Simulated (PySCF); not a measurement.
nitrogen trifluoride (F3N), SMILES FN(F)F.

The structure is a stationary point at B3LYP-D3(BJ)/def2-TZVP.

The numbers are results of B3LYP-D3(BJ)/def2-TZVP (PySCF), not measurements.

Harmonic, unscaled wavenumbers; measured fundamentals usually lie a few per cent lower.

Modes within 1.5 cm⁻¹ of each other (mostly degenerate sets) share a row, with their intensities summed.

Computed vibrational spectrum:
```tsv
mode	ν (cm⁻¹)	IR (km/mol)	moving atoms (share of kinetic energy)
1–2	490	3.4	F 97 %
3	651	2.0	F 89 %, N 11 %
4–5	889	484.1	N 70 %, F 30 %
6	1047	42.2	N 69 %, F 31 %
```
